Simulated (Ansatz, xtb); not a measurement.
Relative energy of two isomers of C4H10N2

Structure X is `NC1(N)CCC1`, a singlet and structure Y is `N[C@@H]1CC[C@@H]1N`, a singlet. Both are isolated molecules in the gas phase, relaxed with PBE0-D3(BJ)/def2-SVP; the shapes shown needn't be the lowest conformers.

X (Å):

| atom | x (Å) | y (Å) | z (Å) |
| --- | --- | --- | --- |
| C | -0.4115 | -0.6355 | 0.2104 |
| C | 0.1110 | 0.5897 | 1.0114 |
| C | 1.5377 | 0.0191 | 0.8999 |
| C | 0.9277 | -1.3439 | 0.5229 |
| N | -0.5453 | -0.4357 | -1.2248 |
| N | -1.5866 | -1.2429 | 0.7769 |
| H | -1.2264 | 0.3012 | -1.4099 |
| H | 0.3328 | -0.1213 | -1.6355 |
| H | -2.3542 | -0.5708 | 0.7772 |
| H | -1.8803 | -2.0056 | 0.1658 |
| H | -0.2596 | 0.5681 | 2.0464 |
| H | -0.0857 | 1.5815 | 0.5740 |
| H | 2.1102 | 0.4701 | 0.0742 |
| H | 2.1627 | 0.0570 | 1.8035 |
| H | 1.3814 | -1.9143 | -0.3022 |
| H | 0.8059 | -2.0001 | 1.3951 |

Y (Å):

```tsv
atom	x (Å)	y (Å)	z (Å)
C	-0.1951	-0.5443	-0.5541
C	1.2089	0.0885	-0.4842
C	1.0104	0.3110	1.0258
C	-0.5141	0.1430	0.7967
N	-0.1348	-1.9780	-0.3602
N	-1.3594	-0.5950	1.6913
H	-1.0807	-2.3407	-0.2488
H	0.2585	-2.4312	-1.1825
H	-0.8274	-0.2289	-1.4093
H	2.0466	-0.5521	-0.7982
H	1.2559	1.0336	-1.0458
H	1.3708	1.2532	1.4673
H	1.4060	-0.5334	1.6092
H	-0.9737	1.1259	0.6007
H	-1.5468	-0.0675	2.5405
H	-0.8837	-1.4525	1.9676
```

Quicker runs give these differences E(Y) − E(X): GFN2-xTB +22.6 kJ/mol; HF/STO-3G +12.6 kJ/mol (at GFN2-xTB geometries); r2SCAN-D4/def2-SVP +13.2 kJ/mol (at GFN2-xTB geometries).

**Question.** Estimate E(Y) − E(X) at the level CCSD(T)/def2-SVP + ΔMP2/def2-TZVPP.

**Answer.** Calculated at CCSD(T)/def2-SVP + ΔMP2/def2-TZVPP: E(Y) − E(X) = +8.6 kJ/mol, so structure X lies lower.

The same difference at several levels:

| level | geometry | E(Y) − E(X) (kJ/mol) | departure from the last row (kJ/mol) | job, with rough time for the two |
| --- | --- | --- | --- | --- |
| GFN2-xTB | GFN2-xTB | +22.6 | +14.0 | optimisation, 0.23 s |
| HF/STO-3G | GFN2-xTB | +12.6 | +4.0 | single point, 0.44 s |
| r2SCAN-D4/def2-SVP | GFN2-xTB | +13.2 | +4.6 | single point, 6.1 s |
| PBE0-D3(BJ)/def2-SVP | PBE0-D3(BJ)/def2-SVP | +8.8 | +0.1 | optimisation, 71 s |
| HF/def2-SVP | PBE0-D3(BJ)/def2-SVP | +7.2 | −1.4 | part of the CCSD(T) run |
| MP2/def2-SVP | PBE0-D3(BJ)/def2-SVP | +10.6 | +2.0 | part of the CCSD(T) run |
| CCSD(T)/def2-SVP | PBE0-D3(BJ)/def2-SVP | +10.3 | +1.7 | single point |
| CCSD(T)/def2-SVP + ΔMP2/def2-TZVPP | PBE0-D3(BJ)/def2-SVP | +8.6 |  | single point, 86 s |

As drawn, both hold the same kinds of bond in the same numbers.

None of the levels shown reverses the order. The largest departure from CCSD(T)/def2-SVP + ΔMP2/def2-TZVPP is that of GFN2-xTB, 14.0 kJ/mol. The last row adds to CCSD(T) the change of the MP2 difference between the two basis sets, here −1.7 kJ/mol.

With thermal terms from frequencies at re-optimised GFN2-xTB minima (ideal gas, soft modes damped towards free rotors, one conformer each, 298.15 K, 1 atm): the zero-point term adds +1.2 kJ/mol; ΔH is +9.5 and ΔG +9.6 kJ/mol.

The correlated steps freeze 6 core orbitals. Mirror images aren't counted in ΔG. Run with Ansatz 0.2.0, xtb 6.7.1; the last row on 2 threads of Arm Neoverse V2 on a shared host.
